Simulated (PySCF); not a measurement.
H3N, SMILES N. Atoms are numbered in the order given.

```xyz
4

N      0.0000     0.0000     0.1179
H     -0.8179    -0.4722    -0.2751
H      0.0000     0.9445    -0.2751
H      0.8179    -0.4722    -0.2751
```

Coordinates come from a PBE-D3(BJ)/def2-TZVPD optimisation.

Two levels are set side by side: PBE/pcJ-2 (PySCF) and B3LYP/pcJ-2 (PySCF). One-bond couplings, all four terms, same geometry. Isotopes: 14N, 1H. Differences are taken from unrounded values.

```
quantity         PBE
--------------  ----
¹J(N1,H2) (Hz)  39.0
¹J(N1,H3) (Hz)  39.0
¹J(N1,H4) (Hz)  39.0
```

Question: These are the PBE values. What does B3LYP give? (Estimate from the structure and the level; the computed values follow.)

Answer: 
| quantity | B3LYP | PBE minus B3LYP |
|---|---|---|
| ¹J(N1,H2) (Hz) | 43.6 | -4.7 |
| ¹J(N1,H3) (Hz) | 43.6 | -4.7 |
| ¹J(N1,H4) (Hz) | 43.6 | -4.7 |

Rough cost on one machine, each run with all the roots and properties that it gave: B3LYP against PBE about 2 times.
